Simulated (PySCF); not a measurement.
**Bond length, frequency and bond energy of BP⁻ by level of theory**

State: ²Σ⁺ (doublet), unpaired electrons σ ↑. Set-up: PySCF, no relativity, basis sets B def2-TZVPPD, P def2-TZVPPD. De refers to B + P⁻ in their high-spin ground configurations, without counterpoise correction. The functionals are run spin-unrestricted. A positive dipole points towards P; it is taken about the centre of mass and depends on that origin.

```json
{"Level": "ROHF-MP2", "Re (Å)": "1.709", "ωe (cm⁻¹)": "1019", "De (eV)": "n/a", "μ (D)": "n/a"}
{"Level": "ROHF-SCS-MP2", "Re (Å)": "1.708", "ωe (cm⁻¹)": "1021", "De (eV)": "n/a", "μ (D)": "n/a"}
{"Level": "ROHF-CCSD", "Re (Å)": "1.699", "ωe (cm⁻¹)": "1057", "De (eV)": "n/a", "μ (D)": "n/a"}
{"Level": "ROHF-CCSD(T)", "Re (Å)": "1.712", "ωe (cm⁻¹)": "1018", "De (eV)": "n/a", "μ (D)": "n/a"}
{"Level": "PBE", "Re (Å)": "1.706", "ωe (cm⁻¹)": "1021", "De (eV)": "n/a", "μ (D)": "1.24"}
{"Level": "PBEsol", "Re (Å)": "1.703", "ωe (cm⁻¹)": "1029", "De (eV)": "n/a", "μ (D)": "1.25"}
{"Level": "revPBE", "Re (Å)": "1.712", "ωe (cm⁻¹)": "1011", "De (eV)": "n/a", "μ (D)": "1.22"}
{"Level": "BP86", "Re (Å)": "1.708", "ωe (cm⁻¹)": "1013", "De (eV)": "5.93", "μ (D)": "1.23"}
{"Level": "r²SCAN", "Re (Å)": "1.695", "ωe (cm⁻¹)": "1056", "De (eV)": "n/a", "μ (D)": "0.96"}
{"Level": "PBE0", "Re (Å)": "1.692", "ωe (cm⁻¹)": "1063", "De (eV)": "n/a", "μ (D)": "1.00"}
{"Level": "r²SCAN0", "Re (Å)": "1.686", "ωe (cm⁻¹)": "1081", "De (eV)": "n/a", "μ (D)": "0.83"}
{"Level": "ωB97X", "Re (Å)": "1.681", "ωe (cm⁻¹)": "1094", "De (eV)": "n/a", "μ (D)": "0.83"}
{"Level": "B2PLYP", "Re (Å)": "1.700", "ωe (cm⁻¹)": "1037", "De (eV)": "n/a", "μ (D)": "0.74"}
```

The bond length runs from 1.681 Å (ωB97X) to 1.712 Å (revPBE).

Correlated steps freeze 6 core orbitals. For an ion De counts to the pair picked by the measured ionisation energies or electron affinities, which need not be the lowest pair at this level. The highest Kohn–Sham level is positive in this anion. Much of that is self-interaction error, but it also means that the finite basis helps to hold the extra electron. B2PLYP dipoles, levels and charges come from its SCF part alone. The state is the lowest determinant that a PBE0 search found; another state may lie lower at other levels.

The whole job (state search and all levels along the bond) took about 3.5 min on 2 threads of Intel Xeon Platinum 8375C @ 2.90GHz (shared host), peak memory 2.9 GiB.
